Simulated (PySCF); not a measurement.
# One shape, several levels: BH3 (borane)

Wanted: a comparison of 6 runs (BHLYP/def2-TZVPPD, M06-L/def2-TZVPPD, TPSS/def2-TZVPPD, r2SCAN/def2-TZVPPD, revPBE/def2-TZVPPD, CCSDT/def2-TZVPPD) of BH3 (borane). The job is set up through a Python script.

The results are computed with PySCF 2.14.0.

4 further runs of the same task are left out: 4 set aside as unsound or not needed.

## (1) The structure to begin with

The species is BH3 (4 atoms), meant as a singlet with charge 0. As SMILES, `B`. The B1–H3 distance was set to 1.790 Å, away from the relaxed value. At this shape a bond of the SMILES string is far longer than usual.

Bond lengths: B1–H2 1.193 Å, B1–H4 1.193 Å. Angles: H2–B1–H4 120.0°. A long bond or contact: B1–H3 1.790 Å.

## (2) The energy at BHLYP/def2-TZVPPD (run 1)

mol.xyz

```xyz
4
BH3
B      0.158940     0.563211    -0.029148
H      1.127240     0.960011     0.544752
H     -0.276200    -1.171800     0.043000
H     -0.519360     1.323211    -0.650948
```

job.py

```python
from pyscf import gto, dft

system = gto.M(
    atom='mol.xyz',
    basis='def2-tzvppd',
    max_memory=1860,
    verbose=4,
)

mf = dft.RKS(system)
mf.xc = 'bhandhlyp'
mf.grids.level = 5
mf.conv_tol = 1e-10
mf.kernel()
if not mf.converged:
    mf = mf.newton().run(mf.mo_coeff, mf.mo_occ)

e_tot = mf.e_tot
print(f'total energy: {e_tot:.8f} hartree')
```

The run is started by

```
OMP_NUM_THREADS=1 python job.py
```

The log of the run:

```text
PySCF version 2.14.0

[... 66 lines left out ...]
converged SCF energy = -26.5281124670494
total energy: -26.52811247 hartree
```

Wall time 5.1 s (1 thread of Arm Neoverse V1, shared host); peak memory 0.4 GiB.

## (3) The energy at M06-L/def2-TZVPPD (run 2)

job.py

```python
from pyscf import gto, dft

mol = gto.Mole()
mol.atom = '''
B      0.300353     1.064315    -0.055082
H      2.130175     1.814158     1.029432
H     -0.521942    -2.214381     0.081258
H     -0.981448     2.500506    -1.230113
'''
mol.unit = 'bohr'
mol.verbose = 4
mol.spin = 0
mol.max_memory = 1860
mol.basis = 'def2-tzvppd'
mol.build()

mf = dft.RKS(mol, xc='m06-l')
mf.grids.level = 5
mf.conv_tol = 1e-10
mf.kernel()
if not mf.converged:
    mf = mf.newton().run(mf.mo_coeff, mf.mo_occ)

etot = mf.e_tot
print(f'total energy: {etot:.8f} hartree')
```

The run is started by

```
OMP_NUM_THREADS=1 python job.py
```

The log of the run:

```text
PySCF version 2.14.0

[... 70 lines left out ...]
converged SCF energy = -26.5447303603719
total energy: -26.54473036 hartree
```

Wall time 13 s (1 thread of Arm Neoverse V1, shared host); peak memory 0.48 GiB.

Run 3 isn't shown in full; the table further down has it.

## (4) A single-point energy at r2SCAN/def2-TZVPPD (run 4)

calc.py

```python
from pyscf import gto, dft

molecule = gto.M(
    atom='''
B    0.158940   0.563211  -0.029148
H    1.127240   0.960011   0.544752
H   -0.276200  -1.171800   0.043000
H   -0.519360   1.323211  -0.650948
''',
    max_memory=1860,
    verbose=3,
    charge=0,
    basis='def2-tzvppd',
    spin=0,
)

mf = dft.RKS(molecule, xc='r2scan')
mf.grids.level = 5
mf.conv_tol = 1e-10
mf.kernel()
if not mf.converged:
    mf = mf.newton().run(mf.mo_coeff, mf.mo_occ)

etot = mf.e_tot
print(f'total energy: {etot:.8f} hartree')
```

The run is started by

```
OMP_NUM_THREADS=1 python calc.py
```

The log of the run:

```text
converged SCF energy = -26.5187426317994
total energy: -26.51874263 hartree
```

It took 11 s on 1 thread of Arm Neoverse V1, shared host; peak memory 0.48 GiB.

Run 5 isn't shown in full; the table further down has it.

## (5) The energy at CCSDT/def2-TZVPPD (run 6)

job.py

```python
from pyscf import gto, cc

system = gto.M(
    atom='''
B      0.158940     0.563211    -0.029148
H      1.127240     0.960011     0.544752
H     -0.276200    -1.171800     0.043000
H     -0.519360     1.323211    -0.650948
''',
    basis='def2-tzvppd',
    spin=0,
    verbose=3,
    charge=0,
    max_memory=1860,
)

calc0 = system.RHF()
calc0.conv_tol = 1e-10
calc0.kernel()
if not calc0.converged:
    calc0 = calc0.newton().run(calc0.mo_coeff, calc0.mo_occ)

mycc = cc.CCSDT(calc0, frozen=1)
mycc.kernel()
e_tot = mycc.e_tot
print(f'total energy: {e_tot:.8f} hartree')
```

The run is started by

```
OMP_NUM_THREADS=1 python job.py
```

The log of the run:

```text
converged SCF energy = -26.3267259124261
_make_eris_incore_RCCSDT

WARN: A large `blksize` is being used, which may cause large memory consumption
      for storing contraction intermediates. If memory is sufficient, consider using
      `pyscf.cc.rccsdt_highm.RCCSDT` instead.

WARN: A large `blksize_oovv` is being used, which may cause large memory consumption
      for storing contraction intermediates. If memory is sufficient, consider using
      `pyscf.cc.rccsdt_highm.RCCSDT` instead.

WARN: A large `blksize_oooo` is being used, which may cause large memory consumption
      for storing contraction intermediates. If memory is sufficient, consider using
      `pyscf.cc.rccsdt_highm.RCCSDT` instead.

WARN: Estimated memory usage exceeds the allowed limit for RCCSDT

WARN: The calculation may run out of memory

WARN: Consider reducing `blksize`, `blksize_oooo`, and `blksize_oovv` to reduce memory usage

RCCSDT converged
E(RCCSDT) = -26.47209143300628   E_corr = -0.1453655205802048
E_corr(same-spin) = -0.0121517380891642
E_corr(oppo-spin) = -0.133213782491041
total energy: -26.47209143 hartree
```

Wall time 5 min (1 thread of Arm Neoverse V1, shared host); peak memory 3.2 GiB.

## (6) Overview of the runs

```csv
run,level,integration grid,frozen core orbitals,energy (Eh),dipole moment (D) of the reference,HOMO energy (eV),LUMO energy (eV),wall time
1,BHLYP/def2-TZVPPD,5,–,-26.528112,1.03,-9.43,-1.23,5.1 s
2,M06-L/def2-TZVPPD,5,–,-26.544730,0.88,-7.44,-2.66,13 s
3,TPSS/def2-TZVPPD,5,–,-26.560393,0.98,-7.34,-3.06,12 s
4,r2SCAN/def2-TZVPPD,5,–,-26.518743,0.97,-7.43,-2.90,11 s
5,revPBE/def2-TZVPPD,5,–,-26.539498,0.94,-7.17,-3.28,5.1 s
6,CCSDT/def2-TZVPPD,–,1,-26.472091,1.19,-11.08,1.15,5 min
```

## (7) Results

```
                                         quantity         value
                              run 6: total energy  -26.47209 Eh
      run 6: dipole moment (Hartree–Fock density)        1.19 D
       run 6: HOMO energy (Hartree–Fock orbitals)     -11.08 eV
       run 6: LUMO energy (Hartree–Fock orbitals)       1.15 eV
     run 6: HOMO–LUMO gap (Hartree–Fock orbitals)      12.23 eV
run 6: correlation energy (1 core orbital frozen)    -145.4 mEh
                             run 6: T1 diagnostic         0.013
```

In words: Over runs 1, 2, 3, 4, 5 the dipole moment (its size) runs from 0.88 D (M06-L/def2-TZVPPD) to 1.03 D (BHLYP/def2-TZVPPD). Over runs 1, 2, 3, 4, 5 the HOMO–LUMO gap runs from 3.89 eV (revPBE/def2-TZVPPD) to 8.19 eV (BHLYP/def2-TZVPPD). Totals of different functionals can't be ranked against each other. All runs together took 5.8 min, the longest 5 min.
